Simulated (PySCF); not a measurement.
## Bond curve of ClF

Set-up: basis Cl def2-TZVP, F def2-TZVP; no relativity; PySCF 2.14. Energies in eV from Cl + F in their ground configurations at the same level. State: ¹Σ⁺ (singlet), closed shell.

All columns are PBE0. A positive dipole means Cl(−)F(+).

```json
{"R (Å)": "1.396", "E (eV)": "-1.428", "μ (D)": "-0.03", "Mulliken charge on Cl (basis-dependent)": "0.11", "HOMO (eV)": "-8.46", "LUMO (eV)": "-0.46", "Mayer bond order": "0.96", "⟨S²⟩": "0.00"}
{"R (Å)": "1.461", "E (eV)": "-2.093", "μ (D)": "-0.32", "Mulliken charge on Cl (basis-dependent)": "0.13", "HOMO (eV)": "-8.76", "LUMO (eV)": "-1.16", "Mayer bond order": "0.97", "⟨S²⟩": "0.00"}
{"R (Å)": "1.526", "E (eV)": "-2.456", "μ (D)": "-0.58", "Mulliken charge on Cl (basis-dependent)": "0.14", "HOMO (eV)": "-9.04", "LUMO (eV)": "-1.89", "Mayer bond order": "0.97", "⟨S²⟩": "0.00"}
{"R (Å)": "1.574", "E (eV)": "-2.584", "μ (D)": "-0.75", "Mulliken charge on Cl (basis-dependent)": "0.15", "HOMO (eV)": "-9.23", "LUMO (eV)": "-2.44", "Mayer bond order": "0.98", "⟨S²⟩": "0.00"}
{"R (Å)": "1.623", "E (eV)": "-2.619", "μ (D)": "-0.91", "Mulliken charge on Cl (basis-dependent)": "0.15", "HOMO (eV)": "-9.40", "LUMO (eV)": "-2.98", "Mayer bond order": "0.98", "⟨S²⟩": "0.00"}
{"R (Å)": "1.672", "E (eV)": "-2.581", "μ (D)": "-1.04", "Mulliken charge on Cl (basis-dependent)": "0.16", "HOMO (eV)": "-9.56", "LUMO (eV)": "-3.50", "Mayer bond order": "0.98", "⟨S²⟩": "0.00"}
{"R (Å)": "1.737", "E (eV)": "-2.446", "μ (D)": "-1.21", "Mulliken charge on Cl (basis-dependent)": "0.17", "HOMO (eV)": "-9.75", "LUMO (eV)": "-4.14", "Mayer bond order": "0.97", "⟨S²⟩": "0.00"}
{"R (Å)": "1.818", "E (eV)": "-2.185", "μ (D)": "-1.39", "Mulliken charge on Cl (basis-dependent)": "0.18", "HOMO (eV)": "-9.96", "LUMO (eV)": "-4.88", "Mayer bond order": "0.97", "⟨S²⟩": "0.00"}
{"R (Å)": "1.915", "E (eV)": "-1.791", "μ (D)": "-1.57", "Mulliken charge on Cl (basis-dependent)": "0.20", "HOMO (eV)": "-10.17", "LUMO (eV)": "-5.64", "Mayer bond order": "0.97", "⟨S²⟩": "0.00"}
{"R (Å)": "2.045", "E (eV)": "-1.208", "μ (D)": "-1.77", "Mulliken charge on Cl (basis-dependent)": "0.20", "HOMO (eV)": "-10.40", "LUMO (eV)": "-6.48", "Mayer bond order": "0.97", "⟨S²⟩": "0.00"}
```

A fit through these points gives, at Re = 1.620 Å, μ = -0.90 D and dμ/dR = -3.02 D/Å; the reduced mass is 12.31 u.

Task: How strong is the fundamental in the double-harmonic approximation, I = 42.26·(dμ/dR)²/μred km/mol?

Result: I = 42.26·(-3.02)²/12.31 = 31.3 km/mol at PBE0.
